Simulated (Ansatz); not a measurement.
The input, for Ansatz 0.2.0:

```yaml
crystal:
  periodic: [false, false, false]
  atoms:
    - {symbol: Ge, position_ang: [0.000000, 0.013038, 1.109668]}
    - {symbol: As, position_ang: [0.000000, -0.032616, -1.113827]}
    - {symbol: H, position_ang: [0.000000, 1.262112, 2.002050]}
    - {symbol: H, position_ang: [0.000000, -1.271440, 1.950143]}
    - {symbol: H, position_ang: [0.000000, 1.494075, -1.131152]}
basis:
  gaussian: {orbitals: cc-pVDZ}
total_charge: 1
magnetization: {spin_polarized: true, initial_magnetization: 1}
hamiltonian: {xc: {name: B2PLYP}}
correlation: {electrons: outside_noble_gas}
```

```sh
$ ansatz run in.yaml --threads 1 --pin off --events-out ev --progress --plain --max-ram 4096MiB --backend cpu
```

Q: Roughly how long does this take on 1 thread of AMD EPYC 7R13, shared host, and how much host memory?

A: 3.9 s wall and 0.24 GiB.

```
786 factors; integrals over basis functions are off by at most 1.3e-3 eV
mean field evaluation 1: about -117372.8655 eV, gradient 5.8e0 eV
mean field evaluation 2: about -117372.8678 eV, gradient 5.8e0 eV
mean field evaluation 4: about -117373.1071 eV, gradient 6.2e-1 eV
mean field evaluation 8: about -117373.1118 eV, gradient 2.5e-2 eV
mean field evaluation 16: about -117373.1118 eV, gradient 3.7e-5 eV
mean field -117373.11177633 eV, -4313.3822994277 hartree, gradient 3.7e-6 eV, S^2 0.753284; 0 other end points of the search recorded, 0 dependent functions left out
28 core orbitals not correlated: weight in the atoms' cores, before any rotation towards them, 0.999 or more for the frozen orbitals, at most 0.001 for the correlated occupied ones
reference -117373.11190959 eV, -4313.3823043247 hartree; 6, 5 occupied and 35, 36 virtual orbitals, 786 factors
second order -5.67107120 eV of doubles, -0.00000000 eV of singles
Total energy: -117374.64309881 eV, -4313.4385744908 hartree
```
